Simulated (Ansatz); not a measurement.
C$_{4}$H$_{5}$F (`FC1=CCC1`), relaxed with RKS PBE-D4/def2-SVP in Ansatz 0.2.0 from a rough embedded geometry. The force threshold is 0.03 eV/Å; the program also tests the step.

The species carries charge 0 and has multiplicity 1.

Start:

```xyz
10

F     1.980   -1.465    0.078
C     0.869   -0.694    0.093
C    -0.388   -0.924    0.530
C    -0.910    0.382    0.003
C     0.509    0.704   -0.404
H    -0.840   -1.796    0.968
H    -1.656    0.383   -0.747
H    -1.259    1.057    0.836
H     1.058    1.506    0.121
H     0.638    0.847   -1.477
```

Question: By how much does the energy fall, and how many steps does the optimiser take? (Best estimate.)

Answer: The calculation gave: 0.27 eV, in 5 steps.

Question: Which bonds change most? (Estimate.)

Answer: Ansatz gave: C4–C5 from 1.511 to 1.573 Å; C4–H7 from 1.058 to 1.110 Å; C2–C5 from 1.526 to 1.503 Å; C3–H6 from 1.075 to 1.098 Å.

Question: Give the relaxed structure. (Best estimate.)

Answer: Ansatz gave: 
```xyz
10

F     1.987   -1.371    0.086
C     0.838   -0.695    0.085
C    -0.412   -0.979    0.508
C    -0.906    0.391    0.060
C     0.560    0.690   -0.425
H    -0.895   -1.843    0.983
H    -1.660    0.389   -0.755
H    -1.258    1.063    0.872
H     1.074    1.519    0.104
H     0.672    0.836   -1.520
```
